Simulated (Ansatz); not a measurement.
Diamond was calculated with RPBE in Ansatz (PAW).

Settings: plane-wave cutoff 520 eV, 16×16×16 k mesh, perturbation theory, scalar-relativistic PAW data made under PBE.

Computed at the level's own relaxed cell.

Harmonic phonon frequencies (cm⁻¹; i marks an imaginary mode):

```
q point                  frequencies
-------  ---------------------------
Γ                                [?]
X        776 776 1042 1042 1180 1180
U                                [?]
L                                [?]
W          900 900 978 978 1134 1134
```

Task: Fill in the missing entries.

Result: 
- Γ, frequencies: 0 0 0 1278 1278 1278
- U, frequencies: 742 959 985 1040 1063 1206
- L, frequencies: 544 544 1025 1180 1180 1237

Measured, for comparison: zone-centre TO phonon frequency 1333 cm⁻¹ (low temperature, zero-point motion not removed; as tabulated in Kunc et al. (2003), arXiv:cond-mat/0304692). Computed (rounded) less measured: zone-centre TO phonon frequency -4 %.

No imaginary mode appears at these points.

Ansatz is a first-principles code.
